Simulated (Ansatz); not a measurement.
Results of rVV10 (Ansatz, a quantum-chemistry and plane-wave program, PAW) for α-phase Ga.

Numerical settings: plane-wave cutoff 520 eV, 14×14×12 k mesh (along the axes of the cell as run), Fermi–Dirac smearing 0.05 eV, scalar-relativistic PAW data made under PBE.

Cell (relaxed at this level):

```
Ga
1.0
    2.32453    -3.90523     0.00000
    2.32453     3.90523     0.00000
    0.00000     0.00000     4.63908
Ga
4
Direct
  0.15646   0.84354   0.91707
  0.34354   0.65646   0.41707
  0.65646   0.34354   0.58293
  0.84354   0.15646   0.08293
```

Q: What does this level give for the bulk modulus B0 and pressure derivative B′ of the bulk modulus?

A: 
bulk modulus B0: 41.8 GPa
pressure derivative B′ of the bulk modulus: 5.3

The run finds no gap.

Note: the bulk modulus comes from volumes at which shape and atoms were relaxed.
